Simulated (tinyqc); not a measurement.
Worked calculation: UHF in the sto-3g basis, for CH, spin multiplicity 4. One step of it, computed by the program tinyqc.

Task: Iteration 1: building the Fock matrix. J_ij = sum D_kl (ij|kl) with D = D(alpha) + D(beta), K_ij = sum D_kl (ik|jl) for each spin; F = H + J - K(s); E = tr D H + tr D J / 2 - 0.5 sum_s tr D(s) K(s) + E_nn.

D(alpha) at the start, lower triangle:
```
,1C 1s,1C 2s,1C 2px,1C 2py,1C 2pz,2H 1s
1C 1s,1.043432
1C 2s,-0.165921,0.689021
1C 2px,0.000000,0.000000,1.000000
1C 2py,0.000000,0.000000,0.000000,1.000000
1C 2pz,0.081515,-0.295967,0.000000,0.000000,0.771754
2H 1s,-0.102716,0.252172,0.000000,0.000000,0.158146,0.204569
```

D(beta) at the start, lower triangle:
```
,1C 1s,1C 2s,1C 2px,1C 2py,1C 2pz,2H 1s
1C 1s,1.003579
1C 2s,-0.030118,0.226254
1C 2px,0.000000,0.000000,0.000000
1C 2py,0.000000,0.000000,0.000000,0.000000
1C 2pz,-0.068552,0.215406,0.000000,0.000000,0.206669
2H 1s,-0.090672,0.211128,0.000000,0.000000,0.203501,0.200929
```

core Hamiltonian H = T + V (hartree), lower triangle:
```
,1C 1s,1C 2s,1C 2px,1C 2py,1C 2pz,2H 1s
1C 1s,-18.236644
1C 2s,-4.396097,-5.180550
1C 2px,0.000000,0.000000,-4.092724
1C 2py,0.000000,0.000000,0.000000,-4.092724
1C 2pz,-0.016214,-0.167587,0.000000,0.000000,-4.214768
2H 1s,-1.053541,-2.213062,0.000000,0.000000,-1.851148,-3.260821
```

Two-electron integrals (ij|kl) in chemists' order, unique and non-zero (hartree):
```
i,j,k,l,(ij|kl)
1,1,1,1,3.541948
2,1,1,1,0.576921
2,1,2,1,0.111888
2,2,1,1,0.854682
2,2,2,1,0.205284
2,2,2,2,0.624709
3,1,3,1,0.020296
3,2,3,1,0.030858
3,2,3,2,0.137996
3,3,1,1,0.852436
3,3,2,1,0.205335
3,3,2,2,0.624568
3,3,3,3,0.672833
4,1,4,1,0.020296
4,2,4,1,0.030858
4,2,4,2,0.137996
4,3,4,3,0.036269
4,4,1,1,0.852436
4,4,2,1,0.205335
4,4,2,2,0.624568
4,4,3,3,0.600295
4,4,4,4,0.672833
5,1,5,1,0.020296
5,2,5,1,0.030858
5,2,5,2,0.137996
5,3,5,3,0.036269
5,4,5,4,0.036269
5,5,1,1,0.852436
5,5,2,1,0.205335
5,5,2,2,0.624568
5,5,3,3,0.600295
5,5,4,4,0.600295
5,5,5,5,0.672833
6,1,1,1,0.137802
6,1,2,1,0.026556
6,1,2,2,0.048602
6,1,3,3,0.048435
6,1,4,4,0.048435
6,1,5,1,0.001632
6,1,5,2,0.003028
6,1,5,5,0.048953
6,1,6,1,0.006446
6,2,1,1,0.320345
6,2,2,1,0.077920
6,2,2,2,0.259688
6,2,3,3,0.253560
6,2,4,4,0.253560
6,2,5,1,0.007421
6,2,5,2,0.050422
6,2,5,5,0.271704
6,2,6,1,0.019279
6,2,6,2,0.139757
6,3,3,1,0.008051
6,3,3,2,0.042054
6,3,5,3,0.009954
6,3,6,3,0.017512
6,4,4,1,0.008051
6,4,4,2,0.042054
6,4,5,4,0.009954
6,4,6,4,0.017512
6,5,1,1,0.268992
6,5,2,1,0.066293
6,5,2,2,0.234278
6,5,3,3,0.222431
6,5,4,4,0.222431
6,5,5,1,0.013572
6,5,5,2,0.084418
6,5,5,5,0.257724
6,5,6,1,0.017201
6,5,6,2,0.149855
6,5,6,5,0.175291
6,6,1,1,0.465054
6,6,2,1,0.115065
6,6,2,2,0.434885
6,6,3,3,0.411688
6,6,4,4,0.411688
6,6,5,1,0.014113
6,6,5,2,0.127497
6,6,5,5,0.480778
6,6,6,1,0.028923
6,6,6,2,0.292391
6,6,6,5,0.346792
6,6,6,6,0.774606
```

nuclear repulsion = 2.85014656 hartree

Give: Coulomb J; exchange K(alpha); exchange K(beta); F(alpha); F(beta); total energy of this density.

Result:

Coulomb J (hartree), lower triangle:
```
,1C 1s,1C 2s,1C 2px,1C 2py,1C 2pz,2H 1s
1C 1s,10.9721
1C 2s,2.0931,4.6687
1C 2px,0.0000,0.0000,4.6406
1C 2py,0.0000,0.0000,0.0000,4.6406
1C 2pz,0.0173,0.1369,0.0000,0.0000,4.7092
2H 1s,0.5000,1.9769,0.0000,0.0000,1.8225,3.4032
```

exchange K(alpha) (hartree), lower triangle:
```
,1C 1s,1C 2s,1C 2px,1C 2py,1C 2pz,2H 1s
1C 1s,3.6246
1C 2s,0.6704,1.0211
1C 2px,0.0000,0.0000,0.8694
1C 2py,0.0000,0.0000,0.0000,0.8694
1C 2pz,0.0043,-0.0552,0.0000,0.0000,0.8550
2H 1s,0.1631,0.4911,0.0000,0.0000,0.3946,0.5907
```

exchange K(beta) (hartree), lower triangle:
```
,1C 1s,1C 2s,1C 2px,1C 2py,1C 2pz,2H 1s
1C 1s,3.5376
1C 2s,0.6040,0.4139
1C 2px,0.0000,0.0000,0.0811
1C 2py,0.0000,0.0000,0.0000,0.0811
1C 2pz,-0.0027,0.3041,0.0000,0.0000,0.3621
2H 1s,0.1434,0.3799,0.0000,0.0000,0.3973,0.5504
```

F(alpha) (hartree), lower triangle:
```
,1C 1s,1C 2s,1C 2px,1C 2py,1C 2pz,2H 1s
1C 1s,-10.8892
1C 2s,-2.9734,-1.5329
1C 2px,0.0000,0.0000,-0.3215
1C 2py,0.0000,0.0000,0.0000,-0.3215
1C 2pz,-0.0032,0.0245,0.0000,0.0000,-0.3606
2H 1s,-0.7166,-0.7272,0.0000,0.0000,-0.4233,-0.4483
```

F(beta) (hartree), lower triangle:
```
,1C 1s,1C 2s,1C 2px,1C 2py,1C 2pz,2H 1s
1C 1s,-10.8021
1C 2s,-2.9070,-0.9258
1C 2px,0.0000,0.0000,0.4668
1C 2py,0.0000,0.0000,0.0000,0.4668
1C 2pz,0.0038,-0.3348,0.0000,0.0000,0.1323
2H 1s,-0.6969,-0.6161,0.0000,0.0000,-0.4260,-0.4080
```

total energy of this density = -37.715100 hartree

This density is the starting one.
